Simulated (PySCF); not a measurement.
First SCF of a structure search on triplet P4, at a hand-made rhombus geometry. PySCF input:

```python
from pyscf import gto, scf, dft
mol = gto.M(atom='''
P      0.000000     1.110000     0.000000
P      0.000000    -1.110000     0.000000
P      1.922600     0.000000     0.000000
P     -1.922600     0.000000     0.000000''',
    basis={'P': 'def2-SVP'},
    charge=0, spin=2)
mf = dft.UKS(mol, xc='PBE')
mf.grids.atom_grid = (50, 194)
aux = {'P': 'def2-universal-JKFIT'}
mf = mf.density_fit(auxbasis=aux)
mf.conv_tol = 1e-08
mf.diis_space = 10
mf.max_cycle = 60
mf.init_guess = 'minao'
mf.verbose = 4
mf.kernel()
```

Excerpt of the output (cycles alone):

```
init E= -1364.70454445021
cycle= 1 E= -1364.30214654097  delta_E= 0.402  |g|= 0.0714  |ddm|= 1.95
cycle= 2 E= -1364.30462082787  delta_E= -0.00247  |g|= 0.026  |ddm|= 0.128
cycle= 3 E= -1364.30499054676  delta_E= -0.00037  |g|= 0.0138  |ddm|= 0.0575
cycle= 4 E= -1364.3051213966  delta_E= -0.000131  |g|= 0.0043  |ddm|= 0.028
cycle= 5 E= -1364.30512866014  delta_E= -7.26e-06  |g|= 0.0036  |ddm|= 0.0144
cycle= 6 E= -1364.30513859422  delta_E= -9.93e-06  |g|= 0.000589  |ddm|= 0.00549
cycle= 7 E= -1364.30513886863  delta_E= -2.74e-07  |g|= 4.01e-05  |ddm|= 0.000994
cycle= 8 E= -1364.30513887029  delta_E= -1.66e-09  |g|= 1.16e-05  |ddm|= 0.000166
Extra cycle  E= -1364.30513887036  delta_E= -6.98e-11  |g|= 8.64e-06  |ddm|= 5.02e-05
converged SCF energy = -1364.30513887036  <S^2> = 2.010222  2S+1 = 3.0068069
```

No lower solution of this spin was found from smeared starts or by a stability analysis within the unrestricted form.

The search for the lowest solution, 3 starts and the stability check together, took of the order of 3 core-minutes on a shared host.
